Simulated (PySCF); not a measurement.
Species: C₄H₇N₂ (doublet state).
Z-matrix (Å and degrees, GFN2-xTB geometry), rows numbered from 1:
```
C 
C   1  1.2953
C   2  1.4872  1  127.67
N   3  1.2557  2  117.50  1   177.06
C   3  1.5149  2  116.44  1    -2.40
N   5  1.4521  3  110.12  2  -169.75
H   1  1.0659  2  139.31  3     0.06
H   2  1.0841  1  120.92  3   179.26
H   4  1.0172  3  114.80  2  -178.45
H   5  1.1031  3  108.54  2   -44.14
H   5  1.0951  3  107.57  2    72.24
H   6  1.0128  5  110.95  3  -168.94
H   6  1.0152  5  110.46  3    71.22
```

The hyperfine couplings belong to this conformer and change with its torsions.

The species is `[H]/[C]=C\C(CN)=N\[H]` [radical].

Computed, not measured: PySCF, UKS B3LYP, pcH-1 on C H N, non-relativistic, mean-field spin-orbit, GIAO. Isolated species at its GFN2-xTB geometry (one conformer only). The geometry wasn't refined by DFT: couplings that depend on bond lengths, twists or pyramidal angles can differ widely from those at the functional's own minimum. The SCF solution wasn't tested for stability.

**Question.** Where do the isotropic ENDOR lines of N4, H8, H7, H9 and H10/H11 fall at 342.0 mT, to first order?

**Answer.** ν± = |νn ± a/2|, one line for each electron-spin manifold; νn = |g_N| × 7.62259 MHz/T × B.

```tsv
nuclei	isotope	g_N	νn (MHz)	a_iso (MHz)	lower line (MHz)	upper line (MHz)
N4	14N	0.4038	1.05	3.75	0.82	2.93
H8	1H	5.5857	14.56	131.23	51.05	80.18
H7	1H	5.5857	14.56	36.94	3.91	33.03
H9	1H	5.5857	14.56	16.93	6.10	23.03
H10/H11	1H	5.5857	14.56	1.72	13.70	15.42
```

**Question.** Which pairs are centred on the nuclear Larmor frequency, and which on half the coupling?

**Answer.** Centred on νn, since |a| < 2νn: H9 and H10/H11. Centred on |a|/2 and split by 2νn: N4, H8 and H7.

Nuclei that the bonding pattern makes equivalent are averaged, as if the motion that swaps them (rotation, inversion, ring flip) were fast.

Largest spin populations (Mulliken): C1 (+1.05), C2 (-0.17) and C3 (+0.08). C1 is the only atom above +0.15. The positive populations add up to 1.20 and the negative ones to -0.20, together 2S = 1.
